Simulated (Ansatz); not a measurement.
**C$_{2}$H$_{4}$ ··· SiH$_{4}$**

The pair of C$_{2}$H$_{4}$ (SMILES C=C, atoms 1–6) and SiH$_{4}$ (SMILES [SiH4], atoms 7–11), both closed shells, in one local arrangement (a lower one may exist), relaxed at PBE0-D4/def2-TZVP:

C1  (0.356, 0.652, -1.620)
C2  (-0.227, -0.533, -1.698)
H3  (1.435, 0.755, -1.585)
H4  (-0.221, 1.570, -1.587)
H5  (-1.307, -0.635, -1.732)
H6  (0.350, -1.451, -1.729)
Si7  (-0.077, -0.071, 1.984)
H8  (-0.138, -0.118, 3.469)
H9  (0.570, 1.197, 1.564)
H10  (-1.456, -0.137, 1.440)
H11  (0.716, -1.227, 1.495)
(Å)

Ansatz 0.2.0; basis: def2-TZVPPD, with def2-QZVPPD for the basis limit; cores frozen in the correlated methods. B3LYP uses VWN-RPA correlation. Extrapolation: Hartree–Fock as exp(−7.88 √X), correlation as X^−2.97. Interaction energies count from these two fragments, frozen as in the pair, with the counterpoise correction; negative means bound.

What is the interaction energy by CCSD(T) at an estimated basis limit (MP2 extrapolated from triple and quadruple zeta, plus CCSD(T) − MP2 in triple zeta)? (To be estimated.)

By the calculation: -5.5 kJ/mol. Hartree–Fock alone gives 3.4 kJ/mol at the basis limit, so without correlation the pair would not bind at this distance. It counts from the two fragments frozen as in the pair.

The same quantity by other methods in triple zeta, and each one's difference from that estimate:
```json
{"method": "PBE-D4", "E_int (kJ/mol)": "-6.8", "difference": "-1.3"}
{"method": "revPBE-D4", "E_int (kJ/mol)": "-6.1", "difference": "-0.6"}
{"method": "BLYP-D4", "E_int (kJ/mol)": "-5.3", "difference": "0.2"}
{"method": "r2SCAN-D4", "E_int (kJ/mol)": "-5.8", "difference": "-0.3"}
{"method": "B97M-V", "E_int (kJ/mol)": "-5.8", "difference": "-0.3"}
{"method": "PBE0-D4", "E_int (kJ/mol)": "-6.5", "difference": "-1.0"}
{"method": "B3LYP-D4", "E_int (kJ/mol)": "-5.8", "difference": "-0.4"}
{"method": "HSE06-D4", "E_int (kJ/mol)": "-6.4", "difference": "-1.0"}
{"method": "wB97X-V", "E_int (kJ/mol)": "-5.7", "difference": "-0.2"}
{"method": "wB97M-V", "E_int (kJ/mol)": "-5.9", "difference": "-0.4"}
{"method": "B2PLYP", "E_int (kJ/mol)": "-0.7", "difference": "4.8"}
{"method": "HF", "E_int (kJ/mol)": "3.4", "difference": "8.9"}
{"method": "MP2", "E_int (kJ/mol)": "-5.2", "difference": "0.3"}
{"method": "CCSD", "E_int (kJ/mol)": "-3.4", "difference": "2.1"}
{"method": "CCSD(T)", "E_int (kJ/mol)": "-4.6", "difference": "0.9"}
```
Differences are method less estimate.

Basis-set superposition shift (counterpoise-corrected less uncorrected): CCSD(T) 1.5; MP2 1.6; HF 0.3; PBE0-D4 0.3; wB97M-V 0.4 kJ/mol.

The T1 diagnostic stays at or below 0.011.

For scale, one of the runs: CCSD(T)/def2-TZVPPD, 258 basis functions, launched by `ansatz run in.yaml --threads 4 --pin off --events-out ev --progress --plain --max-ram 9574MiB`. Hardware: 4 CPU threads of an Arm Neoverse V1, shared host. Wall time 78 s; peak host memory 5.7 GiB.
